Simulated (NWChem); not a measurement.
Total energies of Cl (-1)

```xyz
1

Cl     0.0000     0.0000     0.0000
```
Charge -1, spin multiplicity 1.

All runs are NWChem calculations.

Basis set: def2-TZVPD (46 functions).

```csv
method,total energy (Ha)
RHF,-459.56471
MP2,-459.76526
B2PLYP,-460.15327
PBE,-460.09378
B3LYP,-460.30292
CAM-B3LYP,-460.30109
CCSD(T),-459.79048
```

Total energies of different functionals aren't comparable as a measure of quality: only differences taken within one method are. 

The correlated methods keep 5 core orbitals frozen. B3LYP has NWChem's definition, with VWN1-RPA local correlation. No row is a measurement; the coupled-cluster row has its own basis-set and correlation limits.
